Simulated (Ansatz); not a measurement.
# B3LYP/6-31G(d) (Cartesian functions) run of BH2ClO (SMILES OBCl)

Aim: the energy change on altering one bond length of BH2ClO at B3LYP/6-31G* (Cartesian functions), from 2 runs. 

The calculation is run with Ansatz 0.2.0.

64 further runs of the same task are left out: 64 set aside as unsound or not needed.

**1. The molecule**

The species is BH2ClO (5 atoms), meant as a singlet with charge 0. As SMILES, `OBCl`. Geometry: relaxed at PBE0-D4/def2-TZVP. This is one conformer, not always the lowest.

Bond lengths: O1–B2 1.340 Å, B2–Cl3 1.766 Å, O1–H4 0.963 Å, B2–H5 1.189 Å. Angles: O1–B2–Cl3 121.0°, O1–B2–H5 119.8°, Cl3–B2–H5 119.2°, B2–O1–H4 113.9°.

**2. A single-point energy at B3LYP/6-31G(d) (Cartesian functions)**

job.yaml

```yaml
crystal:
  periodic: [false, false, false]
  atoms:
    - {symbol: O, position_ang: [-0.863300, -0.618600, -0.002900]}
    - {symbol: B, position_ang: [0.379000, -0.137200, 0.137900]}
    - {symbol: Cl, position_ang: [0.788600, 1.496000, -0.395300]}
    - {symbol: H, position_ang: [-1.477700, 0.001200, -0.409700]}
    - {symbol: H, position_ang: [1.223300, -0.815100, 0.628600]}
basis:
  gaussian: {orbitals: "6-31G*"}
hamiltonian: {xc: {name: B3LYP}}
accuracy: high
output: {orbitals: {seedname: orbitals}}
```

Launch:

```bash
$ ansatz run job.yaml --threads 1 --pin off --max-ram 3480MiB --events-out events.jsonl --progress --plain --runs-dir runs
```

The program printed:

```text
Warning: RAYON_NUM_THREADS=1 ignored (pool sized by the plan → 1); use --threads N
Functional definition: B3LYP
  name "B3LYP"
  parameter a0 = 0.2
  parameter ax = 0.72
  parameter ac = 0.81
  exchange = (1 - a0 - ax)*slater_x + ax*b88_x + a0*exact_x
  correlation = (1 - ac)*vwn_rpa_c + ac*lyp_c
1086 factors; integrals over basis functions are off by at most 3.6e-9 eV
mean field evaluation 1: about -15277.6427 eV, gradient 4.3e1 eV
mean field evaluation 2: about -15270.8760 eV, gradient 7.5e1 eV
mean field evaluation 4: about -15280.8564 eV, gradient 1.4e0 eV
mean field evaluation 8: about -15280.8589 eV, gradient 2.4e-2 eV
mean field evaluation 16: about -15280.8589 eV, gradient 4.9e-7 eV
mean field -15280.85891428 eV, -561.5612073615 hartree, gradient 8.0e-8 eV, S^2 0.000000; 0 other end points of the search recorded, 0 dependent functions left out
reference -15280.85894496 eV, -561.5612084889 hartree; 16, 16 occupied and 37, 37 virtual orbitals, 1086 factors
Total energy: -15280.85894496 eV, -561.5612084889 hartree
```

Run time: 2.5 s. Hardware: 1 thread of Arm Neoverse V2, shared host; peak memory 0.13 GiB.

**3. The distorted shape at the same level**

in.yaml

```yaml
crystal:
  periodic: [false, false, false]
  atoms:
    - symbol: O
      position_ang: [-1.285480, -0.279626, -0.248268]
    - symbol: B
      position_ang: [-0.043180, 0.201774, -0.107468]
    - symbol: Cl
      position_ang: [0.366420, 1.834974, -0.640668]
    - symbol: H
      position_ang: [-1.899880, 0.340174, -0.655068]
    - symbol: H
      position_ang: [1.223300, -0.815100, 0.628600]
basis:
  gaussian:
    orbitals: "6-31G*"
hamiltonian:
  xc: {name: B3LYP}
accuracy: high
output: {orbitals: {seedname: orbitals}}
```

Launch:

```bash
$ ansatz run in.yaml --threads 1 --pin off --max-ram 3480MiB --events-out events.jsonl --progress --plain --runs-dir runs
```

The program printed, shortened:

```text
Warning: RAYON_NUM_THREADS=1 ignored (pool sized by the plan → 1); use --threads N
[... 7 set-up lines as earlier in the session ...]
1084 factors; integrals over basis functions are off by at most 3.1e-9 eV
mean field evaluation 1: about -15275.7084 eV, gradient 4.4e1 eV
mean field evaluation 2: about -15268.0091 eV, gradient 7.8e1 eV
mean field evaluation 4: about -15278.9290 eV, gradient 1.7e0 eV
mean field evaluation 8: about -15278.9343 eV, gradient 5.5e-2 eV
mean field evaluation 16: about -15278.9343 eV, gradient 1.9e-6 eV
mean field -15278.93434416 eV, -561.4904807142 hartree, gradient 5.6e-8 eV, S^2 0.000000; 0 other end points of the search recorded, 0 dependent functions left out
reference -15278.93437612 eV, -561.4904818888 hartree; 16, 16 occupied and 37, 37 virtual orbitals, 1084 factors
Total energy: -15278.93437612 eV, -561.4904818888 hartree
```

It took 2.1 s on 1 thread of Arm Neoverse V2, shared host; peak memory 0.13 GiB.

**4. What came out**

At B3LYP/6-31G* (Cartesian functions):

| quantity | value |
| --- | --- |
| first shape: total energy | -561.56121 Eh |
| first shape: HOMO energy | -8.73 eV |
| first shape: LUMO energy | -0.21 eV |
| first shape: HOMO–LUMO gap | 8.52 eV |
| distorted shape: total energy | -561.49048 Eh |
| distorted shape: HOMO energy | -7.98 eV |
| distorted shape: LUMO energy | -0.42 eV |
| distorted shape: HOMO–LUMO gap | 7.56 eV |
| energy change with the B2–H5 bond stretched from 1.189 to 1.783 Å | 1.925 eV |

**Reading.** With the B2–H5 bond stretched from 1.189 to 1.783 Å the energy rises by 1.92 eV (186 kJ/mol). The first shape isn't relaxed at this level, so the change isn't measured from a minimum.
